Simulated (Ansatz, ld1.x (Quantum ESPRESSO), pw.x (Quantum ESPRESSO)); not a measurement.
pw.x on fcc N: one setting changed

Potential: PAW, ld1.x (Quantum ESPRESSO) 7.5, LDA (PW92); core [He], reference 2s2 2p3; waves: 2s (bound): rcut 0.95, rcutus 1.05 bohr; 2s channel at -0.7 Ry: rcut 0.95, rcutus 1.05 bohr; 2p (bound): rcut 1.55, rcutus 1.95 bohr; 2p channel at 0.3 Ry: rcut 1.55, rcutus 1.95 bohr; 3d channel at 0.45 Ry: rcut 1.75, rcutus 2.20 bohr; local part: all-electron potential smoothed inside 1.40 bohr (lloc = -2); core correction: Bessel-smoothed model core inside 0.65 bohr; augmentation: PSQ, inside the norm-conserving radii.

The reference run (k-mesh 18³, cutoffs 40/440 Ry, Fermi–Dirac 0.01 Ry, mixing_beta 0.4, conv_thr 1e-9, no spin) gives 0.12 GPa at 7.069 Å³/atom, where all-electron LAPW gives -0.19 GPa. This run, with its own iteration cap, changes smearing to gauss.

```
&control
  calculation='scf', prefix='x', pseudo_dir='./', outdir='./tmp', tstress=.true., disk_io='none'
/
&system
  ibrav=0, nat=1, ntyp=1, ecutwfc=40, ecutrho=440, nbnd=9,
  occupations='smearing', smearing='gauss', degauss=0.01
/
&electrons
  conv_thr=1e-09, mixing_beta=0.4, electron_maxstep=50
/
ATOMIC_SPECIES
N 1.0 N.UPF
CELL_PARAMETERS angstrom
  0.00000000 1.52326687 1.52326687
  1.52326687 0.00000000 1.52326687
  1.52326687 1.52326687 0.00000000
ATOMIC_POSITIONS crystal
N 0.0000 0.0000 0.0000
K_POINTS automatic
18 18 18 0 0 0
```

```bash
pw.x < N.scf.in > N.scf.out
```

How does the run end?

It converges in 5 iterations; the free energy moves by +17.0 meV/atom and the pressure by -0.63 GPa. Gaussian smearing of the same width is narrower in effect than Fermi–Dirac, so its quadratic term in F is smaller.

```
Message from routine setup:
     using ibrav=0 with symmetry is DISCOURAGED, use correct ibrav instead
     lattice parameter (alat)  =       4.0709  a.u.
     unit-cell volume          =      47.7040 (a.u.)^3
     number of electrons       =         5.00
     number of Kohn-Sham states=            9
     kinetic-energy cutoff     =      40.0000  Ry
     charge density cutoff     =     440.0000  Ry
     scf convergence threshold =      1.0E-09
     Exchange-correlation= SLA  PW   NOGX NOGC
     number of k points=   195  Gaussian smearing, width (Ry)=  0.0100
     iteration #  1     ecut=    40.00 Ry     beta= 0.40
     total energy              =     -27.11761875 Ry
     estimated scf accuracy    <       0.00084216 Ry
     iteration #  2     ecut=    40.00 Ry     beta= 0.40
     total energy              =     -27.11755225 Ry
     estimated scf accuracy    <       0.00019685 Ry
     iteration #  3     ecut=    40.00 Ry     beta= 0.40
     total energy              =     -27.11756306 Ry
     estimated scf accuracy    <       0.00000765 Ry
     iteration #  4     ecut=    40.00 Ry     beta= 0.40
     total energy              =     -27.11756330 Ry
     estimated scf accuracy    <          2.0E-09 Ry
     iteration #  5     ecut=    40.00 Ry     beta= 0.40
     the Fermi energy is     9.1407 ev
!    total energy              =     -27.11756330 Ry
     estimated scf accuracy    <          2.2E-10 Ry
     smearing contrib. (-TS)   =      -0.00047466 Ry
     The total energy is F=E-TS. E is the sum of the following terms:
     one-electron contribution =       3.75689418 Ry
     hartree contribution      =       1.61421002 Ry
     xc contribution           =      -5.58035355 Ry
     ewald contribution        =     -19.90954911 Ry
     one-center paw contrib.   =      -6.99829018 Ry
     convergence has been achieved in   5 iterations
          total   stress  (Ry/bohr**3)                   (kbar)     P=       -5.07
     Message from routine punch:
     Nothing written, as per user request (disk_io='none')
```

The run took about 5 s on one core of a shared host (Neoverse-V1, 32 threads, 247 GiB, load 19).
